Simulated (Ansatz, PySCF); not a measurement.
Molecule: CHO, charge 0, multiplicity 2. It need not be the lowest isomer of its formula. 
Geometry from a B3LYP-D3(BJ)/def2-TZVP (Ansatz, a program for electronic structure) optimisation:
SMILES: [CH]=O
```xyz
3

C      0.0497     0.5837    -0.0011
O      0.0741    -0.5878    -0.0009
H     -0.8911     1.2003     0.0145
```
Charge 0, spin multiplicity 2.

Dipole moments at this geometry, in debye (magnitudes).

```json
[
 {"level": "HF/def2-TZVPD", "program": "PySCF", "dipole (D)": "2.12"},
 {"level": "TPSS/def2-TZVPD", "program": "PySCF", "dipole (D)": "1.52"},
 {"level": "M06-L/def2-TZVPD", "program": "PySCF", "dipole (D)": "1.47"},
 {"level": "r2SCAN/def2-TZVPD", "program": "PySCF", "dipole (D)": "1.57"},
 {"level": "B97M-V/def2-TZVPD", "program": "Ansatz", "dipole (D)": "1.51"},
 {"level": "B3LYP/def2-TZVPD", "program": "Ansatz", "dipole (D)": "1.64"},
 {"level": "PBE0/def2-TZVPD", "program": "Ansatz", "dipole (D)": "1.65"},
 {"level": "BHLYP/def2-TZVPD", "program": "Ansatz", "dipole (D)": "1.83"},
 {"level": "TPSSh/def2-TZVPD", "program": "PySCF", "dipole (D)": "1.59"},
 {"level": "PW6B95/def2-TZVPD", "program": "PySCF", "dipole (D)": "1.65"},
 {"level": "M06-2X/def2-TZVPD", "program": "PySCF", "dipole (D)": "1.73"},
 {"level": "CAM-B3LYP/def2-TZVPD", "program": "Ansatz", "dipole (D)": "1.72"},
 {"level": "LC-wPBE/def2-TZVPD", "program": "Ansatz", "dipole (D)": "1.74"},
 {"level": "CCSD(T)/aug-cc-pVDZ", "program": "Ansatz", "dipole (D)": "1.57"}
]
```
